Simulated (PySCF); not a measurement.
Computed with B3LYP-D3(BJ)/def2-TZVP // TPSS-D3(BJ)/def2-SVP (PySCF). All species are isolated molecules in the gas phase. B3LYP has the VWN-RPA correlation part, as in Gaussian. 

Reference species (SMILES): `[C-]#[S+]` (neutral, multiplicity 1).

| Quantity | Value |
|---|---|
| LUMO | -2.63 eV |
| HOMO | -8.69 eV |

Changed species: `N#N` (free ligand N2; the reference has free ligand CS).

Question: Give the shifts of the LUMO and HOMO.

Answer: the LUMO rises by 1.58 eV, to -1.05 eV; the HOMO drops by 3.22 eV, to -11.91 eV.
